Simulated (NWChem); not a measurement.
# SiF₄; SMILES F[Si](F)(F)F

Results from NWChem. Pople sets run with spherical d functions. All runs use the structure optimised with B3LYP/6-31G* (spherical d).

For level PBE0/6-31G*:

```
Property                     Result
---------------------------  ------
highest occupied level (eV)  -12.32
```

How do the values read with level PBE0/6-311G** instead?

The highest occupied level (eV) is -12.70.
